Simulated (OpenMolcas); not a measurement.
**One shape, several levels: C2F3N (cyanotrifluoromethane)**

Aim: a comparison of 6 runs (HF/3-21G, HF/cc-pVDZ, B3LYP/6-31G*, M06-2X/cc-pVDZ, SVWN5/cc-pVDZ, TPSS/cc-pVDZ) of C2F3N (cyanotrifluoromethane). 

The calculation is run with OpenMolcas 26.06.

## (1) Starting point

C2F3N: 6 atoms, total charge 0, spin state singlet. As SMILES, `N#CC(F)(F)F`. The coordinates come from a PBE0-D4/def2-TZVP relaxation.

Bond lengths: N1–C2 1.146 Å, C2–C3 1.481 Å, C3–F4 1.326 Å, C3–F5 1.326 Å, C3–F6 1.326 Å. Angles: N1–C2–C3 180.0°, C2–C3–F4 110.1°, C2–C3–F5 110.1°, C2–C3–F6 110.1°, F4–C3–F5 108.8°, F4–C3–F6 108.8°, F5–C3–F6 108.8°.

## (2) Energy and forces at HF/3-21G (run 1)

Input file test.inp:

```
&GATEWAY
 BASLIB
 $CurrDir
 COORD
 6
 angstrom
 N        1.022100      -1.705100       0.893500
 C        0.486200      -0.810600       0.417800
 C       -0.206400       0.345600      -0.197200
 F       -1.316000      -0.055800      -0.802300
 F        0.581500       0.927000      -1.091500
 F       -0.525200       1.234800       0.733600
 BASIS
 3-21G
 GROUP
 NoSym

&SEWARD

&SCF
 THRESHOLDS
 1e-10 1e-07 1e-07 1e-05
 PRORBITALS
 0

&ALASKA
```

The basis set 3-21G is read from a file made from the Basis Set Exchange's data (not shown).

Launch:

```bash
export MOLCAS_MEM=1860
pymolcas test.inp > test.log
```

The log of the run:

```text
--- Start Module: gateway ---
[...]
--- Stop Module: gateway /rc=_RC_ALL_IS_WELL_ ---
[...]
      Basis functions           54
[...]
--- Start Module: scf ---
[...]
       Convergence after  13 Iterations
[...]
::    Total SCF energy                               -426.1440841772
[...]
      Total spin, S                                     0.0000000000
[...]
      Total electronic charge=   46.000000
      Total            charge=   -0.000000
[...]
      Dipole Moment (debye):
      Origin of the operator (angstrom)=   -0.0659    0.1111   -0.0725
                   X= -3.6884E-01               Y=  6.1559E-01               Z= -3.2769E-01           Total=  7.8891E-01
      Quadrupole Moment (debye*angstrom):
[...]
--- Stop Module: scf /rc=_RC_ALL_IS_WELL_ ---
--- Start Module: alaska ---
[...]
 *              Molecular gradients               *
 **************************************************
  Irreducible representation: a
 ------------------------------------------------------------------------------------------
                              X                       Y                       Z
 ------------------------------------------------------------------------------------------
  N1                1.62273859352009E-02   -2.70817431616557E-02    1.43974550271704E-02
  C2               -1.01623704292413E-02    1.69506081003572E-02   -9.00145214067027E-03
  C3               -1.46527087652903E-02    2.44221410088858E-02   -1.30558785858894E-02
  F4                1.33787937888954E-02    4.11438223998495E-03    7.42521889354464E-03
  F5               -8.86047363028553E-03   -7.41248370427883E-03    1.07766348317302E-02
  F6                4.06937310070710E-03   -1.09929044832615E-02   -1.05419780259606E-02
 ------------------------------------------------------------------------------------------
--- Stop Module: alaska /rc=_RC_ALL_IS_WELL_ ---
[...]
```

Wall time 2.6 s (1 thread of Arm Neoverse V1, shared host); peak memory 0.39 GiB.

## (3) Energy and forces at HF/cc-pVDZ (run 2)

Input file mol.input:

```
>>> EXPORT MOLCAS_PRINT=2
&GATEWAY
BasLib = $CurrDir
Coord
6
angstrom
N        1.022100      -1.705100       0.893500
C        0.486200      -0.810600       0.417800
C       -0.206400       0.345600      -0.197200
F       -1.316000      -0.055800      -0.802300
F        0.581500       0.927000      -1.091500
F       -0.525200       1.234800       0.733600
Basis = cc-pVDZ
Group = NoSym
&SEWARD
&SCF
Thresholds = 1e-10 1e-07 1e-07 1e-05
PrOrbitals = 1 1
&ALASKA
```

The basis set cc-pVDZ is read from a file made from the Basis Set Exchange's data (not shown).

Launch:

```bash
export MOLCAS_MEM=1860
pymolcas mol.input > mol.log
```

The log of the run:

```text
--- Start Module: gateway ---
[...]
--- Stop Module: gateway /rc=_RC_ALL_IS_WELL_ ---
[...]
      Basis functions           84
[...]
--- Start Module: scf ---
[...]
       Convergence after  17 Iterations
[...]
::    Total SCF energy                               -428.5030088533
[...]
      Total spin, S                                     0.0000000000
[...]
      Total electronic charge=   46.000000
      Total            charge=   -0.000000
[...]
      Dipole Moment (debye):
      Origin of the operator (angstrom)=   -0.0659    0.1111   -0.0725
                   X= -5.6801E-01               Y=  9.4792E-01               Z= -5.0448E-01           Total=  1.2148E+00
      Quadrupole Moment (debye*angstrom):
[...]
--- Stop Module: scf /rc=_RC_ALL_IS_WELL_ ---
[...]
--- Start Module: alaska ---
[...]
 *              Molecular gradients               *
 **************************************************
  Irreducible representation: a
 ------------------------------------------------------------------------------------------
                              X                       Y                       Z
 ------------------------------------------------------------------------------------------
  N1                1.85879151934412E-02   -3.10224396868293E-02    1.64948197083135E-02
  C2               -1.87188514997705E-02    3.12358416038023E-02   -1.66028727647376E-02
  C3                8.61602938402295E-03   -1.44059895489996E-02    7.61259578467310E-03
  F4               -1.70009397208375E-02   -7.26403031730083E-03   -9.07658330878292E-03
  F5                1.30336902551651E-02    8.28274872982426E-03   -1.36867774875427E-02
  F6               -4.51784361198548E-03    1.31738692194645E-02    1.52588180680162E-02
 ------------------------------------------------------------------------------------------
--- Stop Module: alaska /rc=_RC_ALL_IS_WELL_ ---
[...]
```

Run time: 8.1 s. Hardware: 1 thread of Arm Neoverse V1, shared host; peak memory 0.46 GiB.

Runs 3 to 4 aren't shown in full; the table further down has their settings and results.

## (4) Energy and forces at SVWN5/cc-pVDZ (run 5)

Input file mol.inp:

```
>>> EXPORT MOLCAS_PRINT=2

&gateway
 baslib=$CurrDir
 coord
 6
 angstrom
 N        1.022100      -1.705100       0.893500
 C        0.486200      -0.810600       0.417800
 C       -0.206400       0.345600      -0.197200
 F       -1.316000      -0.055800      -0.802300
 F        0.581500       0.927000      -1.091500
 F       -0.525200       1.234800       0.733600
 basis=cc-pVDZ
 group=NoSym

&seward
 gridinput
 Grid=UltraFine
 End of Grid

&scf
 ksdft=SVWN5
 thresholds=1e-10 1e-07 1e-07 1e-05
 prorbitals=0

&alaska
```

The basis set cc-pVDZ is read from a file made from the Basis Set Exchange's data (not shown).

Launch:

```bash
export MOLCAS_MEM=1860
pymolcas mol.inp > mol.log
```

The log of the run:

```text
--- Start Module: gateway ---
[...]
--- Stop Module: gateway /rc=_RC_ALL_IS_WELL_ ---
[...]
      Basis functions           84
[...]
--- Start Module: scf ---
[...]
       Convergence after  16 Iterations
[...]
::    Total KS-DFT energy                            -427.4677867519
[...]
      Total spin, S                                     0.0000000000
[...]
      Total electronic charge=   46.000000
      Total            charge=   -0.000000
[...]
      Dipole Moment (debye):
      Origin of the operator (angstrom)=   -0.0659    0.1111   -0.0725
                   X= -6.6036E-01               Y=  1.1021E+00               Z= -5.8646E-01           Total=  1.4123E+00
      Quadrupole Moment (debye*angstrom):
[...]
--- Stop Module: scf /rc=_RC_ALL_IS_WELL_ ---
[...]
--- Start Module: alaska ---
[...]
 *              Molecular gradients               *
 **************************************************
  Irreducible representation: a
 ------------------------------------------------------------------------------------------
                              X                       Y                       Z
 ------------------------------------------------------------------------------------------
  N1               -2.26644795515600E-02    3.78334611281588E-02   -2.01226131905887E-02
  C2                2.48077653876293E-02   -4.14166211876363E-02    2.20325404166557E-02
  C3               -3.45535484513615E-03    5.74590276388420E-03   -3.10029616366636E-03
  F4                3.19271822564104E-03    1.59902927328037E-03    1.67177357994142E-03
  F5               -2.61935013126013E-03   -1.41894893079986E-03    2.52782443825339E-03
  F6                7.38700914689083E-04   -2.34282304695199E-03   -3.00922908036938E-03
 ------------------------------------------------------------------------------------------
--- Stop Module: alaska /rc=_RC_ALL_IS_WELL_ ---
[...]
```

Wall time 20 s (1 thread of Arm Neoverse V1, shared host); peak memory 0.46 GiB.

## (5) Energy and gradient at TPSS/cc-pVDZ (run 6)

Input file calc.inp:

```
&gateway
baslib
$CurrDir
coord
6
angstrom
N        1.022100      -1.705100       0.893500
C        0.486200      -0.810600       0.417800
C       -0.206400       0.345600      -0.197200
F       -1.316000      -0.055800      -0.802300
F        0.581500       0.927000      -1.091500
F       -0.525200       1.234800       0.733600
basis
cc-pVDZ
group
NoSym
&seward
gridinput
Grid=UltraFine
End of Grid
&scf
ksdft
2
1.0 MGGA_X_TPSS
1.0 MGGA_C_TPSS
thresholds
1e-10 1e-07 1e-07 1e-05
prorbitals
1 1
&alaska
```

The basis set cc-pVDZ is read from a file made from the Basis Set Exchange's data (not shown).

Launch:

```bash
export MOLCAS_MEM=1860
pymolcas calc.inp > calc.log
```

The log of the run:

```text
--- Start Module: gateway ---
[...]
--- Stop Module: gateway /rc=_RC_ALL_IS_WELL_ ---
[...]
      Basis functions           84
[...]
--- Start Module: scf ---
[...]
       Convergence after  17 Iterations
[...]
::    Total KS-DFT energy                            -430.5247666707
[...]
      Total spin, S                                     0.0000000000
[...]
      Total electronic charge=   46.000000
      Total            charge=   -0.000000
[...]
      Dipole Moment (debye):
      Origin of the operator (angstrom)=   -0.0659    0.1111   -0.0725
                   X= -6.5922E-01               Y=  1.1002E+00               Z= -5.8545E-01           Total=  1.4099E+00
      Quadrupole Moment (debye*angstrom):
[...]
--- Stop Module: scf /rc=_RC_ALL_IS_WELL_ ---
[...]
--- Start Module: alaska ---
[...]
 *              Molecular gradients               *
 **************************************************
  Irreducible representation: a
 ------------------------------------------------------------------------------------------
                              X                       Y                       Z
 ------------------------------------------------------------------------------------------
  N1               -2.52161062018743E-02    4.20926206089582E-02   -2.23877018922973E-02
  C2                2.25128001336250E-02   -3.75865589760824E-02    1.99945159607333E-02
  C3               -8.10122316280837E-03    1.35074468257232E-02   -7.22948773980847E-03
  F4                1.92384618461361E-02    7.20761078487175E-03    1.04560746476547E-02
  F5               -1.38462035316866E-02   -9.93722493593907E-03    1.54681426755374E-02
  F6                5.41227091670304E-03   -1.52838943075295E-02   -1.63015436518172E-02
 ------------------------------------------------------------------------------------------
--- Stop Module: alaska /rc=_RC_ALL_IS_WELL_ ---
[...]
```

Run time: 43 s. Hardware: 1 thread of Arm Neoverse V1, shared host; peak memory 0.46 GiB.

## (6) The series

| run | level | integration grid | energy (Eh) | dipole moment (D) | HOMO energy (eV) | LUMO energy (eV) | wall time |
| --- | --- | --- | --- | --- | --- | --- | --- |
| 1 | HF/3-21G | – | -426.144084 | 0.79 | -14.68 | 3.86 | 2.6 s |
| 2 | HF/cc-pVDZ | – | -428.503009 | 1.21 | -14.40 | 3.87 | 8.1 s |
| 3 | B3LYP/6-31G* (spherical functions) | UltraFine | -430.440087 | 1.47 | -10.48 | -0.59 | 25 s |
| 4 | M06-2X/cc-pVDZ | UltraFine | -430.349480 | 1.20 | -12.42 | 0.68 | 36 s |
| 5 | SVWN5/cc-pVDZ | UltraFine | -427.467787 | 1.41 | -9.41 | -1.80 | 20 s |
| 6 | TPSS/cc-pVDZ | UltraFine | -430.524767 | 1.41 | -9.38 | -1.36 | 43 s |

## (7) What came out

| quantity | value |
| --- | --- |
| run 6: total energy | -430.52477 Eh |
| run 6: dipole moment | 1.41 D |
| run 6: HOMO energy | -9.38 eV |
| run 6: LUMO energy | -1.36 eV |
| run 6: HOMO–LUMO gap | 8.02 eV |
| run 6: largest force on an atom | 2.773 eV/Å |

The dipole moment (its size) runs from 0.79 D (HF/3-21G) to 1.47 D (B3LYP/6-31G*). The two ends differ in method and basis. The HOMO–LUMO gap runs from 7.61 eV (SVWN5/cc-pVDZ) to 18.54 eV (HF/3-21G). Totals of different functionals can't be ranked against each other. All runs together took 2.2 min, the longest 43 s.
